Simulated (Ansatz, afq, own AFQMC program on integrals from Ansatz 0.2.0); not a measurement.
Integrals from Ansatz 0.2.0, then the random walk in our own AFQMC program (afq).

```yaml
crystal:
  periodic: [false, false, false]
  atoms:
    - {symbol: B, position_ang: [0.000000, 0.000000, 0.945676]}
    - {symbol: N, position_ang: [0.000000, 0.000000, -0.569324]}
    - {symbol: H, position_ang: [0.000000, 0.850874, -1.115818]}
    - {symbol: H, position_ang: [0.000000, -0.850874, -1.115818]}
basis:
  gaussian: {orbitals: cc-pVDZ}
magnetization: {spin_polarized: true, initial_magnetization: 0}
correlation: {method: ccsd_t, electrons: outside_noble_gas, hamiltonian_folder: ham}
```

```sh
$ ansatz run in.yaml --threads 1 --pin off --events-out ev --progress --plain --max-ram 1382MiB
```

afq runs on the folder ham with

```
--method phaseless --trial cisd --walkers 70 --populations 1 --least-time 40 --time-step 0.005 --steps-per-block 50 --equilibration-blocks 28 --max-blocks 300 --target-error 0.00038 --factor-cut 1e-05 --start spin_pure --seed 3947 --release-times 0.24,0.51,0.99,1.62,2.4 --release-step 0.03 --release-every 4 --taylor-order 6
```

Times are imaginary, in 1/Eh. The walk had a cap of 536 s.

Log:

```
orbitals 36  electrons 5 5  factors 277 of 355
reference energy -80.23735824 Eh
CCSD correlation -0.26305120 Eh in 11 cycles, weight of the determinant in the CISD state 0.8753
energy of the start -80.500409 Eh
 block  time / (1/Eh)  mean weight  energy / Eh
     1     0.250  0.9986  -80.498157
     2     0.500  0.9998  -80.499399
     3     0.750  1.0001  -80.501470
     4     1.000  1.0009  -80.505840
     5     1.250  1.0012  -80.504143
     8     2.000  0.9999  -80.511877
    17     4.250  0.9994  -80.502532
    41    10.250  1.0013  -80.538202
    65    16.250  1.0015  -80.512044
    89    22.250  1.0010  -80.511456
   113    28.250  0.9994  -80.507406
   137    34.250  1.0014  -80.514392
   161    40.250  0.9981  -80.502894
   185    46.250  1.0013  -80.506777
   209    52.250  0.9988  -80.506078
   233    58.250  0.9991  -80.512579
   257    64.250  0.9985  -80.517374
   281    70.250  1.0001  -80.502487
   305    76.250  0.9987  -80.505618
   321    80.250  0.9998  -80.503539
blocks merged  error / Eh  count
     1  0.000354  300
     2  0.000413  150
     4  0.000447  75
     8  0.000507  37
    16  0.000497  18
    32  0.000234  9
released: time / (1/Eh)  energy / Eh  error  mean overlap
  0.24  -80.510054  0.000498  0.9955
  0.51  -80.510048  0.000459  0.9940
  0.99  -80.509760  0.000477  0.9988
  1.62  -80.510320  0.000794  0.9956
  2.40  -80.511402  0.000876  0.9486
energy -80.510240 +/- 0.000507 Eh
(rows thinned)
```

The run passed its tests (sampling time, drift between the halves within three errors, error under three times the target), which doesn't prove that it has relaxed.

Against this walk (error 13.8 meV) on the same determinant: CCSD(T) 52.3 meV higher, CCSDT(Q) 12.7 meV higher (within the noise). The error is statistical and leaves out the bias of the constraint. Released to 2.40 1/Eh the energy moves by -32 ± 28 meV (both errors), within twice the noise.

Cautions: constraint bias not in the error; error above the target (13.8 against 10.3 meV); an unrestricted solution with more broken spin lies lower (56 meV, ⟨S²⟩ 0.28), while this determinant keeps restricted orbitals.

The walk took 8.8 min on 1 thread of Arm Neoverse V1, on a shared host. The log's last line is the phaseless energy.

CCSDT and higher add their correlation energy to the determinant of the CCSD(T) run, since their own runs factorise the integrals more tightly (a shift of under 2 meV). A walk keeps the symmetry of its determinant, which the program's search chose and which needn't be the lowest solution, so a lower state of the same spin and another symmetry isn't excluded.
